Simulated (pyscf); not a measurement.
Addition across a multiple bond or ene-type step: O=Os(=O)(=O)=O + water (H₂O) -> O=Os(=O)(=O)(OH)–OH

Gas phase, singlet surface, charge 0. Bonds broken: O6–H7. Bonds formed: Os2–O6, O5–H7. Structures and frequencies: ωB97X-D3(BJ)/def2-SVP in PySCF.

Transition state (Å):

```xyz
8

O      0.9640     0.5478    -1.6026
Os     0.0006     0.3010    -0.2446
O      0.9514     0.8539     1.0331
O     -1.3334     1.2888    -0.4872
O     -0.2122    -1.4778    -0.5700
O     -1.1276    -0.6958     1.3004
H     -0.7485    -1.5934     0.4193
H     -0.7865    -0.6320     2.2017
```

One imaginary mode, 1169i cm⁻¹; descent along it reached the two sides named, in the forms told below.

```
bond    change  reactant side (Å)  saddle  product side
------  ------  -----------------  ------  ------------
O6–H7   breaks              0.967   1.314         1.991
Os2–O6   forms                2.6   2.157         1.956
O5–H7    forms              2.510   1.131         0.969
```

Electronic energies relative to the separated reactants (eV):

```csv
level,barrier,reaction energy,reverse barrier
ωB97X-D3(BJ)/def2-TZVP,1.18,+0.67,0.51
PBE/def2-TZVP,1.01,+0.61,0.40
r²SCAN/def2-TZVP,0.98,+0.50,0.48
B3LYP-D3(BJ)/def2-TZVP,1.15,+0.65,0.50
PBE0-D3(BJ)/def2-TZVP,1.09,+0.61,0.48
M06-2X/def2-TZVP,1.23,+0.74,0.48
ωB97M-D3(BJ)/def2-TZVP,1.23,+0.74,0.50
```

With ωB97M-D3(BJ)/def2-TZVP energies and thermal terms (ideal gas, 1 atm, RRHO with modes under 100 cm⁻¹ raised to 100, one conformer, R ln 2 for chiral ones without a mode under 150 cm⁻¹), in eV:

```
T (K)   ΔH‡   ΔG‡     ΔH     ΔG
-----  ----  ----  -----  -----
298    1.17  1.61  +0.81  +1.23
600    1.18  2.05  +0.84  +1.65
900    1.21  2.48  +0.88  +2.05
1200   1.24  2.90  +0.93  +2.43
```

On the reactant side the descent ends in a complex (not fully relaxed), 0.26 eV under the separated species and 1.44 eV under the saddle at ωB97X-D3(BJ)/def2-TZVP. This is the saddle that the search found; another between the same sides may lie lower. Elements past Kr carry the def2 core potentials, without spin-orbit coupling.
